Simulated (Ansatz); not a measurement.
Steps of a relaxation of C$_{2}$H$_{2}$FNO (`N=C=C(O)F`) with RKS PBE-D4/def2-SVP.

```sh
$ ansatz run in.yaml --threads 2 --pin off --events-out ev --progress --plain --max-ram 4352MiB
```

```yaml
crystal:
  periodic: [false, false, false]
  atoms:
    - {symbol: N, position_ang: [-0.897600, 0.851200, 1.486400]}
    - {symbol: C, position_ang: [-0.300300, 0.507300, 0.575300]}
    - {symbol: C, position_ang: [0.383800, 0.073900, -0.431400]}
    - {symbol: O, position_ang: [0.271600, -1.198900, -0.855600]}
    - {symbol: F, position_ang: [1.349600, 0.831300, -1.034100]}
    - {symbol: H, position_ang: [-1.599200, 0.188100, 1.795900]}
    - {symbol: H, position_ang: [0.853300, -1.320900, -1.582100]}
basis:
  gaussian: {orbitals: def2-SVP}
hamiltonian: {xc: pbe, dispersion: d4}
relax: {f_tol: 0.03, max_steps: 200}
```

Positions (Å) and forces (eV/Å) along the path, 20 of 20 steps:

```xyz
7
step=1 energy=-8340.7060 eV
N    -0.898    0.851    1.486   -4.863    1.394    8.406
C    -0.300    0.507    0.575    4.406   -1.279   -6.074
C     0.384    0.074   -0.431    1.938    0.087   -2.216
O     0.272   -1.199   -0.856   -1.063   -1.177    1.017
F     1.350    0.831   -1.034   -0.265    0.223   -0.389
H    -1.599    0.188    1.796   -1.472    1.025    0.660
H     0.853   -1.321   -1.582    1.318   -0.273   -1.404
7
step=2 energy=-8341.9254 eV
N    -0.847    0.801    1.632   -0.492   -1.834    1.896
C    -0.256    0.482    0.603    0.086    0.383   -0.314
C     0.395    0.073   -0.475    0.739    0.051   -0.401
O     0.316   -1.229   -0.866   -0.066   -0.070    0.374
F     1.318    0.857   -1.109   -0.836   -0.115   -0.524
H    -1.764    0.292    1.787   -0.173    1.768   -0.583
H     0.900   -1.344   -1.620    0.742   -0.184   -0.447
7
step=3 energy=-8342.3885 eV
N    -0.770    0.697    1.743   -1.878   -1.845   -0.498
C    -0.222    0.437    0.643   -0.335    0.486    0.587
C     0.389    0.067   -0.488    0.426   -0.026    0.464
O     0.357   -1.246   -0.862    0.096    0.349   -0.019
F     1.245    0.889   -1.168   -0.906   -0.380   -0.178
H    -1.877    0.435    1.717    2.165    1.517   -0.150
H     0.939   -1.347   -1.630    0.431   -0.101   -0.207
7
step=4 energy=-8342.7996 eV
N    -0.785    0.583    1.771   -1.399   -0.308    0.004
C    -0.214    0.367    0.686   -0.098    0.128   -0.242
C     0.426    0.025   -0.433    0.207    0.143   -0.060
O     0.401   -1.265   -0.880    0.069    0.307   -0.037
F     1.125    0.922   -1.205   -0.622   -0.593    0.379
H    -1.874    0.626    1.673    1.581    0.320    0.045
H     0.982   -1.326   -1.657    0.263    0.003   -0.090
7
step=5 energy=-8342.8940 eV
N    -0.809    0.501    1.777   -0.412    0.395    0.328
C    -0.240    0.323    0.688   -0.079   -0.014   -0.412
C     0.406    0.005   -0.430    0.287    0.042   -0.238
O     0.432   -1.276   -0.897   -0.044    0.186   -0.103
F     1.066    0.927   -1.201   -0.336   -0.474    0.449
H    -1.829    0.760    1.678    0.459   -0.196    0.017
H     1.035   -1.309   -1.661    0.125    0.062   -0.041
7
step=6 energy=-8342.9141 eV
N    -0.808    0.516    1.780   -0.089    0.248    0.166
C    -0.249    0.321    0.686   -0.127   -0.063   -0.252
C     0.401   -0.004   -0.429    0.217    0.017   -0.138
O     0.427   -1.277   -0.912   -0.026    0.123   -0.138
F     1.060    0.918   -1.191   -0.235   -0.290    0.296
H    -1.822    0.761    1.682    0.190   -0.088    0.010
H     1.052   -1.302   -1.661    0.070    0.053    0.056
7
step=7 energy=-8342.9419 eV
N    -0.797    0.556    1.787    0.472   -0.086   -0.294
C    -0.278    0.303    0.676   -0.261   -0.137    0.262
C     0.389   -0.037   -0.423    0.009   -0.096    0.029
O     0.407   -1.282   -0.968    0.186    0.046   -0.299
F     1.030    0.895   -1.162    0.067    0.202   -0.104
H    -1.804    0.781    1.699   -0.256    0.099    0.022
H     1.115   -1.283   -1.653   -0.218   -0.028    0.383
7
step=8 energy=-8342.9560 eV
N    -0.760    0.532    1.766   -0.389    0.205    0.550
C    -0.339    0.222    0.645    0.691    0.311   -0.828
C     0.384   -0.049   -0.447   -0.590    0.251    0.473
O     0.335   -1.245   -1.064    0.424   -0.089   -0.528
F     0.995    0.931   -1.172   -0.138   -0.076    0.241
H    -1.759    0.834    1.735    0.024   -0.123    0.138
H     1.206   -1.293   -1.509   -0.022   -0.479   -0.047
7
step=9 energy=-8342.9896 eV
N    -0.761    0.555    1.773   -0.071   -0.107   -0.210
C    -0.336    0.246    0.640    0.194    0.242    0.047
C     0.371   -0.047   -0.454   -0.276    0.044    0.205
O     0.344   -1.250   -1.072    0.313    0.099   -0.290
F     1.003    0.928   -1.161   -0.102    0.014    0.072
H    -1.773    0.815    1.753    0.074   -0.020    0.057
H     1.213   -1.315   -1.526   -0.132   -0.272    0.119
7
step=10 energy=-8343.0200 eV
N    -0.760    0.519    1.771   -0.047    0.135   -0.040
C    -0.329    0.260    0.631    0.122   -0.088   -0.016
C     0.362   -0.031   -0.470   -0.057    0.043   -0.166
O     0.331   -1.218   -1.122   -0.332    0.105    0.111
F     0.982    0.957   -1.170    0.012    0.111    0.089
H    -1.758    0.821    1.766    0.023   -0.117    0.038
H     1.233   -1.376   -1.452    0.280   -0.189   -0.015
7
step=11 energy=-8342.9238 eV rejected
N    -0.719    0.544    1.748   -0.670   -0.160    0.560
C    -0.330    0.257    0.610    0.315    0.016   -0.523
C     0.344   -0.004   -0.509   -0.112    0.154   -0.457
O     0.272   -1.150   -1.228    2.648   -0.737    0.273
F     0.972    1.013   -1.172   -0.109    0.026    0.142
H    -1.747    0.756    1.797    0.412    0.104   -0.023
H     1.269   -1.485   -1.291   -2.485    0.596    0.028
7
step=12 energy=-8343.0464 eV
N    -0.742    0.527    1.760   -0.203   -0.035    0.111
C    -0.317    0.271    0.621    0.159   -0.043   -0.163
C     0.352   -0.004   -0.497    0.016    0.038   -0.079
O     0.307   -1.186   -1.156    0.025    0.030    0.013
F     0.989    0.990   -1.174   -0.059    0.065    0.021
H    -1.757    0.772    1.775    0.122    0.011    0.005
H     1.230   -1.437   -1.374   -0.059   -0.066    0.092
7
step=13 energy=-8343.0525 eV
N    -0.736    0.501    1.755   -0.173   -0.004    0.126
C    -0.302    0.279    0.613    0.062   -0.058   -0.142
C     0.348    0.021   -0.521    0.060    0.044   -0.066
O     0.293   -1.154   -1.188    0.773   -0.280   -0.066
F     0.980    1.027   -1.184   -0.031    0.017    0.003
H    -1.748    0.755    1.778    0.138   -0.013   -0.018
H     1.226   -1.498   -1.299   -0.829    0.293    0.164
7
step=14 energy=-8343.0403 eV rejected
N    -0.739    0.420    1.749    0.229    0.179   -0.288
C    -0.304    0.237    0.595   -0.124    0.379    0.319
C     0.336    0.052   -0.557   -0.118   -0.596    0.178
O     0.315   -1.123   -1.231   -0.080   -0.055   -0.145
F     0.951    1.065   -1.194    0.215    0.354   -0.069
H    -1.705    0.807    1.778   -0.077   -0.285   -0.028
H     1.207   -1.527   -1.187   -0.045    0.023    0.033
7
step=15 energy=-8343.0662 eV
N    -0.731    0.484    1.749   -0.042   -0.039    0.111
C    -0.289    0.279    0.607   -0.052    0.060    0.021
C     0.356    0.036   -0.529    0.040    0.053   -0.154
O     0.289   -1.138   -1.196    0.295   -0.115   -0.017
F     0.978    1.046   -1.195   -0.022   -0.022    0.027
H    -1.741    0.737    1.768    0.037    0.008   -0.014
H     1.200   -1.513   -1.249   -0.257    0.054    0.026
7
step=16 energy=-8343.0385 eV rejected
N    -0.731    0.411    1.746   -0.037    0.435   -0.139
C    -0.328    0.306    0.573    0.334   -0.639   -0.418
C     0.336    0.045   -0.564   -0.131    0.207    0.561
O     0.316   -1.133   -1.233   -0.276    0.221   -0.011
F     0.972    1.068   -1.190    0.110   -0.002   -0.148
H    -1.706    0.775    1.801   -0.057   -0.212    0.078
H     1.203   -1.540   -1.179    0.057   -0.010    0.077
7
step=17 energy=-8343.0692 eV
N    -0.731    0.465    1.749    0.056   -0.009   -0.071
C    -0.291    0.289    0.599   -0.011    0.021    0.011
C     0.356    0.048   -0.541    0.011    0.113   -0.016
O     0.290   -1.129   -1.203    0.097   -0.052   -0.014
F     0.985    1.054   -1.209   -0.066   -0.065    0.090
H    -1.737    0.728    1.775    0.000   -0.009   -0.009
H     1.188   -1.525   -1.215   -0.088    0.001    0.009
7
step=18 energy=-8343.0704 eV
N    -0.726    0.462    1.745    0.042   -0.043   -0.025
C    -0.289    0.290    0.594   -0.003    0.039   -0.013
C     0.355    0.056   -0.547    0.010    0.045    0.001
O     0.291   -1.120   -1.213    0.075   -0.046   -0.003
F     0.983    1.065   -1.209   -0.039   -0.029    0.042
H    -1.733    0.718    1.774   -0.021    0.020    0.000
H     1.178   -1.539   -1.190   -0.063    0.014   -0.001
7
step=19 energy=-8343.0708 eV
N    -0.724    0.453    1.743    0.026    0.002    0.015
C    -0.289    0.292    0.590    0.001    0.003   -0.026
C     0.357    0.060   -0.551   -0.003    0.019    0.001
O     0.294   -1.115   -1.219    0.060   -0.034   -0.005
F     0.979    1.073   -1.209    0.001   -0.014    0.008
H    -1.728    0.718    1.774   -0.030    0.001    0.009
H     1.172   -1.549   -1.173   -0.055    0.024   -0.003
7
step=20 energy=-8343.0709 eV
N    -0.722    0.453    1.742   -0.006   -0.004   -0.008
C    -0.292    0.294    0.587    0.009   -0.002   -0.001
C     0.356    0.061   -0.552    0.004    0.004   -0.004
O     0.295   -1.114   -1.220    0.007    0.004    0.003
F     0.981    1.073   -1.209   -0.005   -0.008    0.001
H    -1.728    0.715    1.777   -0.004    0.004    0.010
H     1.171   -1.550   -1.169   -0.005    0.001    0.000
```

Hardware: 2 threads of an Arm Neoverse V1 on a shared host. Wall time 27 s, peak host memory 0.14 GiB.
